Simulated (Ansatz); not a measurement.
The first iterations of a band of C$_{2}$H$_{5}$NS (9 atoms, charge 0, multiplicity 1).

Level of theory: RKS PBE0/6-31G* (Ansatz).

```yaml
movable_images: 7
climbing_image: yes
spring: 50.0 eV/Å²
optimiser: quadratic models (default)
start_path: through a guess of the saddle point
force_threshold: 0.05 eV/Å
iteration_limit: 60
end_points: relaxed
```

Image 0:

```xyz
9
Properties=species:S:1:pos:R:3
C -0.647 0.844 -0.252
C 0.033 -0.499 -0.292
N 0.943 -0.703 0.671
S -0.321 -1.642 -1.436
H -0.514 1.346 -1.214
H -1.722 0.700 -0.111
H -0.270 1.496 0.544
H 1.432 -1.585 0.705
H 1.155 -0.004 1.367
```

Image 8:

```xyz
9
Properties=species:S:1:pos:R:3
C -0.650 0.862 -0.242
C 0.242 -0.306 0.082
N 1.090 -0.405 1.021
S 0.015 -1.674 -1.035
H -0.471 1.216 -1.262
H -1.705 0.572 -0.174
H -0.467 1.686 0.454
H 0.930 -2.455 -0.433
H 1.103 0.457 1.572
```

| iteration | highest image above the first end (eV) | largest band force component (eV/Å) |
| --- | --- | --- |
| 1 | 2.394 | 3.578 |
| 2 | 1.850 | 1.909 |

Does the band converge within its limit, and where does its top end?

The run converged. It ended after 7 iterations with the highest image 1.749 eV above the first end. Another band between the same ends (7 images) ends at a top of the same energy, where a vibrational analysis finds 1 clearly imaginary mode. The orbitals stay closed-shell, which can raise the energy where a bond breaks towards radicals; this wasn't checked here.

Run time: 3.4 min on 1 thread of Intel(R) Xeon(R) Processor @ 2.70GHz, with other jobs on the host, peak memory 0.16 GiB.
